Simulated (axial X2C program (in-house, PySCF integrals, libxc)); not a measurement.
**Correcting the dissociation energy of SiO for spin–orbit coupling**

A spin-free PBE0 curve (one-electron X2C) was computed with an in-house relativistic program for diatomic molecules, basis Si dyall-v3z [8s7p2d1f], O dyall-av3z [7s6p3d2f] (cores contracted in-house), for the state M_S = 0, Λ = 0 (closed shell). It gives D0 = 7.688 eV to Si + O, which in a spin-free picture are the weighted means of the ground terms.

Measured levels of the ground terms (NIST Handbook of Basic Atomic Spectroscopic Data), in cm⁻¹: Si 3P: J = 0 at 0, J = 1 at 77.1, J = 2 at 223.2; O 3P: J = 2 at 0, J = 1 at 158.3, J = 0 at 227.

The molecular state has Λ = 0, so it has no first-order lowering.

(1) How far does each ground level lie under the (2J+1)-weighted mean of its term?

(2) Correct D0.

Second-order spin–orbit effects in the molecule, which grow quickly with Z, are left out. One determinant describes the state; a PBE0 search over occupations chose it and may have missed a lower one. De is counted from the lowest determinant-based energies of the atoms at the same level, without counterpoise correction.

Answers

(1) Si: (1 × 0 + 3 × 77.1 + 5 × 223.2)/9 = 150 cm⁻¹; O: (5 × 0 + 3 × 158.3 + 1 × 227)/9 = 78 cm⁻¹.

(2) D0 = 7.688 + (0 − 228)/8065.5 = 7.660 eV at PBE0 with these spin–orbit terms.
